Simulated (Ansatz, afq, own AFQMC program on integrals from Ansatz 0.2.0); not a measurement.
AFQMC on a folder of integrals that Ansatz 0.2.0 wrote.

```yaml
crystal:
  periodic: [false, false, false]
  atoms:
    - {symbol: Se, position_ang: [0.000000, 0.000000, 0.000000]}
basis:
  gaussian: {orbitals: def2-TZVPP}
magnetization: {spin_polarized: true, initial_magnetization: 2}
correlation: {method: ccsd_t, electrons: outside_noble_gas, hamiltonian_folder: ham}
```

```sh
$ ansatz run in.yaml --threads 1 --pin off --events-out ev --progress --plain --max-ram 24576MiB --backend cuda --devices 0, --max-vram 18GiB
```

Options of the walk:

```
--method phaseless --trial cisd --walkers 4000 --populations 20 --least-time 60 --time-step 0.005 --steps-per-block 50 --equilibration-blocks 28 --max-blocks 4000 --target-error 9e-05 --factor-cut 1e-05 --start spin_pure --seed 1194 --release-times 0.24,0.5,1,1.5 --release-step 0.02 --release-every 3 --taylor-order 6
```

Times are imaginary, in 1/Eh. The walk had a cap of 122 s. With eight or more populations the least sampling time is a fifth of least-time, and the error comes from their spread. Filled inner d shells are frozen with the cores.

```
orbitals 34  electrons 4 2  factors 255 of 322
reference energy -2399.82719102 Eh
CCSD correlation -0.11910762 Eh in 8 cycles, weight of the determinant in the CISD state 0.9382
energy of the start -2399.946209 Eh
 block  time / (1/Eh)  mean weight  energy / Eh
     1     0.250  1.0002  -2399.946125
     2     0.500  0.9999  -2399.946980
     3     0.750  0.9999  -2399.947933
     4     1.000  0.9998  -2399.948558
     5     1.250  0.9999  -2399.949087
    12     3.000  1.0001  -2399.950496
    19     4.750  0.9999  -2399.950785
    26     6.500  1.0000  -2399.950303
    33     8.250  1.0001  -2399.950737
    40    10.000  0.9999  -2399.950654
    47    11.750  1.0000  -2399.950580
    54    13.500  0.9997  -2399.950410
    61    15.250  1.0000  -2399.950530
    64    16.000  0.9998  -2399.950075
    68    17.000  0.9998  -2399.950344
    73    18.250  0.9999  -2399.950767
    75    18.750  1.0004  -2399.950575
    78    19.500  1.0001  -2399.950113
error from the spread of 20 populations
released: time / (1/Eh)  energy / Eh  error  mean overlap
  0.24  -2399.950526  0.000043  1.0012
  0.50  -2399.950591  0.000036  1.0005
  1.00  -2399.950624  0.000034  1.0008
  1.50  -2399.950634  0.000028  0.9977
energy -2399.950469 +/- 0.000055 Eh
(rows thinned)
```

(1) Estimate how long the walk took on 1 × NVIDIA H100 80GB HBM3 with 2 threads of AMD EPYC 7R13 Processor (Zen 3) (shared host) (the card was shared).

The run passed its tests (sampling time, drift between the halves within three errors, error under three times the target), which doesn't prove that it has relaxed.

Against this walk (error 1.5 meV) on the same determinant: CCSD(T) 13.6 meV higher, CCSDT(Q) 5.3 meV lower, CCSDTQ 5.6 meV lower, full CI 5.6 meV lower. The error is statistical and leaves out the bias of the constraint. Released to 1.50 1/Eh the energy lies 4.5 ± 1.7 meV (both errors) below the phaseless value, which shows part or all of the bias of the constraint, and full CI lies 1.1 meV below the released value. Full CI is exact here, so the walk's 6 meV above it is the walk's own error: the bias of the constraint with this trial.

Cautions: constraint bias not in the error; no relativity below Rb; no spin-orbit coupling; inner d shell frozen.

Results:

(1) 28 s of wall time.

CCSDT and higher add their correlation energy to the determinant of the CCSD(T) run, since their own runs factorise the integrals more tightly (a shift of under 2 meV). A walk keeps the symmetry of its determinant, which the program's search chose and which needn't be the lowest solution, so a lower state of the same spin and another symmetry isn't excluded.
